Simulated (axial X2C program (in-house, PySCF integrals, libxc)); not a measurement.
# Bond lengths and stretching modes, held linear, of SSiS

Computed with an in-house all-electron X2C program for linear molecules (integrals from PySCF): two-component X2C with atomic mean-field Coulomb and Gaunt terms, Gaussian nuclei, basis S dyall-av3z, Si dyall-v3z with contracted cores. Spin-free rows use the one-electron spin-free X2C Hamiltonian.

Masses S 31.972, Si 27.977, S 31.972 u. States: 2c Ω = 0 (all partner blocks equally filled); spin-free M_S = 0, Λ = 0 (closed shell).

HF, spin-free: energies above the lowest point

```
r(S–Si) (Å)  r(Si–S) (Å)  E (meV)
     1.8798       1.8798    18.01
     1.8798       1.9280     7.46
     1.8798       1.9762    69.88
     1.9280       1.8798     7.46
     1.9280       1.9280     0.00
     1.9280       1.9762    65.38
     1.9280       2.0244   187.31
     1.9762       1.8798    69.88
     1.9762       1.9280    65.38
     1.9762       1.9762   133.63
     2.0244       1.9280   187.31
     2.0244       2.0244   385.71
```

Task: Fit a quadratic surface with cubic terms in each bond: where is the minimum, and what are the two stretching wavenumbers?

Result: At HF, spin-free: bonds 1.909 and 1.909 Å; harmonic stretches 548.5 and 958.9 cm⁻¹; force constants 5.47, 5.47 and coupling 0.20 mdyn/Å.

The other levels and Hamiltonians give:

| Hamiltonian | level | r(S–Si) (Å) | r(Si–S) (Å) | lower stretch (cm⁻¹) | upper stretch (cm⁻¹) |
| --- | --- | --- | --- | --- | --- |
| 2c | PBE0 | 1.926 | 1.926 | 521.6 | 930.7 |
| 2c | HF | 1.909 | 1.909 | 548.3 | 958.7 |
| 2c | r2SCAN | 1.931 | 1.931 | 517.2 | 928.5 |
| 2c | MP2 | 1.935 | 1.935 | 519.7 | 937.7 |
| spin-free | PBE0 | 1.926 | 1.926 | 521.7 | 931.0 |
| spin-free | r2SCAN | 1.931 | 1.931 | 517.3 | 928.7 |
| spin-free | MP2 | 1.935 | 1.935 | 519.8 | 937.9 |

Each state is one determinant, the lowest of a limited PBE0 search; the stretches come from a fit to these few points and carry an uncertainty of a few per cent. Other orders of the atoms were not compared. MP2 freezes inner shells (threshold -2 hartree). The molecule was held linear; bending was not examined, so a bent shape may lie lower.
